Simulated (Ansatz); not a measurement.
Harmonic frequencies (cm⁻¹) at PBE0-D4/def2-TZVP from Ansatz: 94, 331, 530, 546, 635, 839, 888, 920, 1046, 1108, 1226, 1332, 1491, 1728, 1783, 3089, 3192, 3550.

Each molecule was computed in one conformer, which needn't be the lowest.

(1) Which molecule is it?
A. `FC1=NCN1`
B. `C=NC(=N)F`
C. `NC1(F)C=N1`
D. `FC1N=CN1`

## Answers

(1) B.
